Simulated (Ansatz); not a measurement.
A calculation with Ansatz (development build ahead of 0.2.0).

```yaml
crystal:
  periodic: [false, false, false]
  atoms:
    - { symbol: C, position_ang: [0.0, -0.3814, -0.32527] }
    - { symbol: C, position_ang: [0.0, -0.39978, 1.06416] }
    - { symbol: O, position_ang: [0.0, 0.84933, -0.71844] }
    - { symbol: H, position_ang: [-0.81805, -0.88468, -0.6716] }
    - { symbol: H, position_ang: [0.81805, -0.88468, -0.6716] }
    - { symbol: H, position_ang: [0.0, -1.34944, 1.41441] }
    - { symbol: H, position_ang: [0.81845, 0.07591, 1.42301] }
    - { symbol: H, position_ang: [-0.81845, 0.07591, 1.42301] }
    - { symbol: H, position_ang: [0.0, 0.85937, -1.60299] }
basis:
  gaussian: { orbitals: cc-pVDZ }
hamiltonian:
  xc: hf
correlation:
  method: mp2
  frozen_orbitals: { C: 1, H: 0, O: 1 }
```

The input is written out in the form of the current development build from the run's settings.

Output:

```yaml
Converged: yes
Reference_energy: -154.03906 hartree
Correlation_energy: -0.46864 hartree
Total_energy: -154.50770 hartree
Spin_squared_of_the_determinant: 0.000
```

Caution: no unrestricted run beside it, a lower state can exist.
